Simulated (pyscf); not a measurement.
Thermochemistry of product channels of hydrogen isocyanide (C⁻≡NH⁺) + H atom (H•) on the doublet surface, in eV, from ωB97M-D3(BJ)/def2-TZVP energies (ideal gas, 1 atm, RRHO with modes under 100 cm⁻¹ raised to 100, one conformer, R ln 2 for rigid chiral ones). PySCF, gas phase, ωB97X-D3(BJ)/def2-SVP geometries.

| products | ΔE | ΔH(298 K) | ΔG(298 K) | ΔG(600 K) |
|---|---|---|---|---|
| H₂C=N• | -1.93 | -1.73 | -1.44 | -1.13 |
| •C≡N + hydrogen (H₂) | +0.72 | +0.71 | +0.66 | +0.62 |

These are energies of the channels, which say nothing of barriers. C⁻≡NH⁺ lies 0.54 eV over its isomer HC≡N, and others may lie lower still (electronic energy, ωB97M-D3(BJ)).
